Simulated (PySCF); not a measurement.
F2, SMILES FF.

Geometry: B3LYP-D3(BJ)/def2-TZVPD.

Two levels are set side by side: PBE/def2-TZVPD (PySCF) and HF/def2-TZVPD (PySCF). Same geometry, gas phase. Differences are taken from unrounded values.

```json
[
 {"quantity": "orbital gap (eV)", "HF": "19.87"},
 {"quantity": "highest occupied level (eV)", "HF": "-18.08"},
 {"quantity": "lowest empty level (eV)", "HF": "1.79"},
 {"quantity": "mean polarisability (bohr³)", "HF": "8.4"}
]
```

Q: What does PBE give, and how far is it from HF? (An estimate is asked for; the answer gives what the named calculation found.)

A: 
| quantity | PBE | PBE minus HF |
|---|---|---|
| orbital gap (eV) | 3.84 | -16.03 |
| highest occupied level (eV) | -9.39 | 8.69 |
| lowest empty level (eV) | -5.55 | -7.34 |
| mean polarisability (bohr³) | 8.7 | 0.3 |

PBE's occupied levels lie high since its potential decays too fast outside the molecule; exact exchange lowers them and widens the gap. Loosely held outer electrons make PBE densities more polarisable. Differences between two approximate levels are no errors against the true value.

Rough cost on one machine, each run with all the roots and properties that it gave: HF against PBE about 1/3.
